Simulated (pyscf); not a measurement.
HO–B(OH)–Cl -> O=B–OH + hydrogen chloride (HCl) (elimination; singlet surface; B–Cl, H–O broken, Cl–H formed). Optimised with ωB97X-D3(BJ)/def2-SVP in PySCF. Correlated levels are frozen-core, on RHF or UHF. ΔMP2 is the change of the MP2 total energy from the triple- to the quadruple-zeta basis. Energies in kcal/mol from the reactant's lowest minimum found.

| level | barrier | reaction energy |
|---|---|---|
| ωB97X-D3(BJ)/def2-TZVP | 53.2 | +46.5 |
| PBE/def2-TZVP | 45.8 | +42.9 |
| r²SCAN/def2-TZVP | 49.0 | +46.5 |
| PBE0-D3(BJ)/def2-TZVP | 51.1 | +47.7 |
| MP2/def2-QZVPP | 52.2 | +44.2 |
| CCSD(T)/def2-TZVPP | 54.4 | +44.3 |
| CCSD(T)/def2-TZVPP + ΔMP2(QZVPP) | 53.9 | +44.3 |

Of the functionals in the table, ωB97X-D3(BJ) is closest to CCSD(T)/def2-TZVPP + ΔMP2(QZVPP) in the barrier (0.7 kcal/mol apart) and PBE least close (8.1 kcal/mol); that level has limits of its own. On the product side the descent ends in a complex, 6.6 kcal/mol under the separated species and 13.2 kcal/mol under the saddle at ωB97X-D3(BJ)/def2-TZVP. This is the saddle that the search found; another between the same sides may lie lower. The CCSD(T) − MP2 part came from Ansatz, without density fitting, on the same reference.
